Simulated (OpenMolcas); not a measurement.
# SVWN/ANO-RCC-VDZP (DKH2, Cholesky decomposition) run of AlH (SMILES [AlH])

Aim: the vertical ionisation energy of AlH at SVWN/ANO-RCC-VDZP (DKH2, Cholesky decomposition), from 2 runs. 

Program for the calculation: OpenMolcas 26.06.

## (1) The molecule

The species is AlH (2 atoms), meant as a singlet with charge 0. SMILES: `[AlH]`. The shape comes from GFN2-xTB, which is rough for such elements, and wasn't checked as a minimum.

Bond lengths: Al1–H2 1.613 Å.

## (2) A single-point energy at SVWN/ANO-RCC-VDZP (DKH2, Cholesky decomposition)

File struct.xyz:

```xyz
2

Al     0.000000     0.000000     0.000000
H      0.000000     0.000000     1.613470
```

File job.inp:

```
&GATEWAY
  COORD=struct.xyz
  BASIS=ANO-RCC-VDZP
  GROUP=NoSym

&SEWARD
  LOW

&SCF
  KSDFT=SVWN
  PRORBITALS=1 1
```

Started as:

```console
$ export MOLCAS_MEM=1860
$ pymolcas job.inp > job.log
```

Standard output:

```text
--- Start Module: gateway ---
[...]
--- Stop Module: gateway /rc=_RC_ALL_IS_WELL_ ---
--- Start Module: seward ---
[...]
      Basis functions           23
--- Stop Module: seward /rc=_RC_ALL_IS_WELL_ ---
--- Start Module: scf ---
[...]
       Convergence after   9 Iterations
[...]
::    Total KS-DFT energy                            -242.6191704520
[...]
      Total spin, S                                     0.0000000000
[...]
      Total electronic charge=   14.000000
      Total            charge=   -0.000000
[...]
      Dipole Moment (debye):
      Origin of the operator (angstrom)=    0.0000    0.0000    0.0581
                   X=  1.0005E-12               Y=  1.2724E-13               Z=  6.3600E-02           Total=  6.3600E-02
      Quadrupole Moment (debye*angstrom):
[...]
--- Stop Module: scf /rc=_RC_ALL_IS_WELL_ ---
[...]
```

It took 2.4 s on 1 thread of Arm Neoverse V1, shared host; peak memory 0.082 GiB.

## (3) The doublet cation

struct.xyz is that of step 2.

File job.input:

```
* AlH Kohn-Sham DFT
>>> EXPORT MOLCAS_PRINT=2

&GATEWAY
  Coord
  struct.xyz
  Basis
  ANO-RCC-VDZP
  Group
  NoSym

&SEWARD
  Low

&SCF
  UHF
  Charge
  1
  Spin
  2
  KSDFT
  SVWN
  PrOrbitals
  1 1
```

Started as:

```console
$ export MOLCAS_MEM=1860
$ pymolcas job.input > job.log
```

Standard output:

```text
--- Start Module: gateway ---
[...]
--- Stop Module: gateway /rc=_RC_ALL_IS_WELL_ ---
--- Start Module: seward ---
[...]
      Basis functions           23
--- Stop Module: seward /rc=_RC_ALL_IS_WELL_ ---
--- Start Module: scf ---
[...]
       Convergence after  14 Iterations
[...]
::    Total KS-DFT energy                            -242.2985784056
[...]
      Total spin, S                                     0.5012347597
[...]
      Total electronic charge=   13.000000
      Total            charge=    1.000000
[...]
      Dipole Moment (debye):
      Origin of the operator (angstrom)=    0.0000    0.0000    0.0581
                   X=  7.2019E-13               Y=  7.4891E-14               Z= -1.7161E-01           Total=  1.7161E-01
      Center of Charge (angstrom)
[...]
--- Stop Module: scf /rc=_RC_ALL_IS_WELL_ ---
[...]
```

Wall time 3 s (1 thread of Arm Neoverse V1, shared host); peak memory 0.082 GiB.

## (4) What came out

Level: SVWN/ANO-RCC-VDZP (DKH2, Cholesky decomposition).

| quantity | value |
| --- | --- |
| singlet AlH: total energy | -242.61917 Eh |
| singlet AlH: dipole moment | 0.06 D |
| singlet AlH: HOMO energy | -5.27 eV |
| singlet AlH: LUMO energy | -2.99 eV |
| singlet AlH: HOMO–LUMO gap | 2.28 eV |
| doublet cation: total energy | -242.29858 Eh |
| doublet cation: HOMO energy (highest over α and β) | -13.44 eV |
| doublet cation: LUMO energy (lowest over α and β) | -12.11 eV |
| doublet cation: ⟨S²⟩ | 0.752 |
| vertical ionisation energy (to the doublet cation) | 8.724 eV |

**Reading.** Removing an electron at fixed nuclei costs 8.72 eV (842 kJ/mol). The negative HOMO energy of the first species, 5.27 eV, lies 3.45 eV below that difference.
